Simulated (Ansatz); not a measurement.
**AlClHS radical: functionals against CCSD(T) at one geometry**

One table from this session's results is given with a row withheld; the runs are named, their logs left out.

Computed with Ansatz 0.2.0, Gaussian basis. Level: single points in def2-TZVPP.

Correlated methods freeze the cores. Orbitals are unrestricted.

## The system as given

4 atoms, charge 0, spin multiplicity 2.

Atoms are counted from 1 here; the program's logs count them from 0.

Bond lengths: S1–Al2 2.322 Å, Al2–Cl3 2.043 Å, Al2–H4 1.370 Å. Angles: S1–Al2–Cl3 117.4°, S1–Al2–H4 123.2°, Cl3–Al2–H4 119.4°.

Geometry (Å):

```
atom     x (Å)     y (Å)     z (Å)
  S1  -0.98430   0.39360   1.88080
 Al2   0.14880   0.09740  -0.12380
 Cl3  -0.36410  -1.51820  -1.26340
  H4   1.14940   0.93090  -0.54920
```

Set-up of the first run:

run/in.yaml

```yaml
crystal:
  periodic: [false, false, false]
  atoms:
    - {symbol: S, position_ang: [-0.984300, 0.393600, 1.880800]}
    - {symbol: Al, position_ang: [0.148800, 0.097400, -0.123800]}
    - {symbol: Cl, position_ang: [-0.364100, -1.518200, -1.263400]}
    - {symbol: H, position_ang: [1.149400, 0.930900, -0.549200]}
basis:
  gaussian: {orbitals: def2-TZVPP}
magnetization: {spin_polarized: true, initial_magnetization: 1}
correlation: {method: ccsd_t}
scf: {omitted_lower_state_checks: [cluster_reference]}
output: {forces: true}
```

The command line of these runs was not kept.

Steps of the session up to this table: CCSD(T)/def2-TZVPP; PBE0-D4/def2-TZVPP; wB97M-V/def2-TZVPP; r2SCAN-D4/def2-TZVPP; PBE-D4/def2-TZVPP; HSE06-D4/def2-TZVPP; LC-wPBE/def2-TZVPP.

One of the session's tables, all rows but one given; the rest of the session is left out.

| method | RMS force component (eV/Å) | angle to CCSD(T) forces (°) | dipole (D) |
| --- | --- | --- | --- |
| CCSD(T) | 1.926 | reference | 1.29 |
| PBE0-D4 | 1.945 | 1.8 | 1.31 |
| wB97M-V | 1.883 | 1.6 | 1.36 |
| r2SCAN-D4 | 1.934 | 1.3 | 1.28 |
| PBE-D4 | ? | ? | ? |
| HSE06-D4 | 1.945 | 1.6 | 1.31 |
| LC-wPBE | 1.969 | 4.1 | 1.44 |

Estimate the missing values for PBE-D4.

As computed: RMS force component (eV/Å): 1.941; angle to CCSD(T) forces (°): 1.5; dipole (D): 1.20. In the column «RMS force component (eV/Å)» it lies between r2SCAN-D4 (1.934) and PBE0-D4 (1.945).
